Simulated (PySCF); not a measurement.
# C4H4O2: the cost of one run

Programs: PySCF 2.14.0, with routines of our own; each step states its level. All values are computed. Atoms count from 0.

## 1. The starting structure

10 atoms, charge 0, multiplicity 1; geometry from: GFN2-xTB.

## 2. Relaxing the molecule at PBE0/cc-pVDZ

What the job is given:

```
{"job": {"xc": "PBE0", "basis": "cc-pVDZ", "grid": 1, "kind": "geom"}, "charge": 0, "multiplicity": 1}
C     -1.688398     0.314176    -0.010931
O     -0.713549    -0.452707     0.696960
C      0.521917    -0.342337     0.284201
C      1.802169    -0.757603     0.474522
C      1.566270     0.200623    -0.545446
O      1.908965     0.929439    -1.430982
H     -2.176159    -0.319689    -0.754824
H     -2.421905     0.649472     0.720877
H     -1.231398     1.171398    -0.506721
H      2.440973    -1.388116     1.049816
```

The run is started by

```sh
OMP_NUM_THREADS=1 python excited_run.py task.json out
```

The driver reads the jobs from task.json and runs them one after another.

**Question.** How long does this first job take on 1 thread of Arm Neoverse V2, shared host, and how much memory does it need?

About 38 s, with a peak of 0.46 GiB.
